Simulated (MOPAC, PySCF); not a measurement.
Series: Y=E=Y. Isolated molecules, 0 K electronic values unless said otherwise. Strings in code marks are SMILES.

Quantity: vertical ionisation energy (energy after one electron is removed minus that of the parent at the parent's geometry), in eV.

Level 1: PBE-D3(BJ)/def2-TZVP // B3LYP-D3(BJ)/def2-TZVP (PySCF)
Level 2: minus the HOMO energy of AM1 // B3LYP-D3(BJ)/def2-TZVP (MOPAC)
Level 3: minus the HOMO energy of HF/3-21G // B3LYP-D3(BJ)/def2-TZVP (PySCF)
Level 4: minus the HOMO energy of PM6 // B3LYP-D3(BJ)/def2-TZVP (MOPAC)

```json
[
 {"species": "`O=S=O`", "level 2": "10.23", "level 3": "12.68", "level 4": "10.21"},
 {"species": "`C=C=O`", "level 2": "9.50", "level 3": "9.72", "level 4": "9.83"},
 {"species": "`C=C=C`", "level 2": "10.17", "level 3": "10.21", "level 4": "10.38"}
]
```

Q: What does level 1 give for each?

A: 
- `O=S=O`: 12.06
- `C=C=O`: 9.71
- `C=C=C`: 10.02
